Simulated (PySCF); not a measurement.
**SNF: singlet, from a linear start**

Aim: relax SNF as a singlet from a linear start, check by its vibrations whether the end is a minimum, and collect its spectrum and constants.

Computed with PySCF 2.14.0. Level: B3LYP, basis S def2-TZVP, N def2-TZVP, F def2-TZVP, no relativity, density fitting.

## Step 1: Starting geometry

3 atoms, charge 0, spin multiplicity 1.

Bond lengths: S1–N2 1.540 Å, S1–F3 1.670 Å. Angles: N2–S1–F3 180.0°.

Z-matrix (Å, degrees; charge 0 multiplicity 1):
```
S
N  1 1.5400
F  1 1.6700 2 180.00
```

## Step 2: First SCF at the start

The steps below are one call of a driver around PySCF. For each, scf.py gives the equivalent set-up of the SCF; relaxations use the driver's own optimiser. After this first run the driver tries any further starts and a stability analysis.

File scf.py:

```python
from pyscf import gto, scf, dft
mol = gto.M(atom='''
S      0.000000     0.000000     0.000000
N      0.000000     0.000000    -1.540000
F      0.000000     0.000000     1.670000''',
    basis={'S': 'def2-TZVP', 'N': 'def2-TZVP', 'F': 'def2-TZVP'},
    charge=0, spin=0)
mf = dft.RKS(mol, xc='B3LYP')
mf.grids.atom_grid = (50, 194)
aux = {'S': 'def2-universal-JKFIT', 'N': 'def2-universal-JKFIT', 'F': 'def2-universal-JKFIT'}
mf = mf.density_fit(auxbasis=aux)
mf.conv_tol = 1e-08
mf.diis_space = 10
mf.max_cycle = 60
mf.init_guess = 'minao'
mf.verbose = 4
mf.kernel()
```

Run with:

```
> OMP_NUM_THREADS=2 python axn.py task.json out
```

Further steps of the session: Relaxation: linear start, singlet; Vibrations and properties at this point; Downhill along the imaginary mode; Is it a minimum? Harmonic modes.

Q: Predict the outcome of this session. Wanted: minimum; geometry; wavenumbers; dipole moment; highest occupied, lowest empty level; polar-tensor charge of S1; zero-point energy; atomisation energy.

As calculated:

| quantity | value |
| --- | --- |
| minimum | singlet, Cs |
| geometry | S–F 1.669 Å, S–N 1.440 Å; F–S–N 116.5° |
| wavenumbers (cm⁻¹) | 374 (a'), 641 (a'), 1416 (a') |
| dipole moment | 1.99 D |
| highest occupied, lowest empty level | -8.85, -3.63 eV |
| polar-tensor charge of S1 | +0.90 e |
| zero-point energy | 14.5 kJ/mol |
| entropy at 298.15 K | 259.8 J/(mol K) |
| atomisation energy (no zero-point energy) | 834 kJ/mol |

What this shows: The linear start (C∞v) ends in a minimum of Cs symmetry, after a stop at a second-order saddle point 135.0 kJ/mol higher, from which it was pushed off along an imaginary mode. In the infrared the band at 641 cm⁻¹ (a', stretch) leads. Other starts or spin states, not run here, may lie lower.
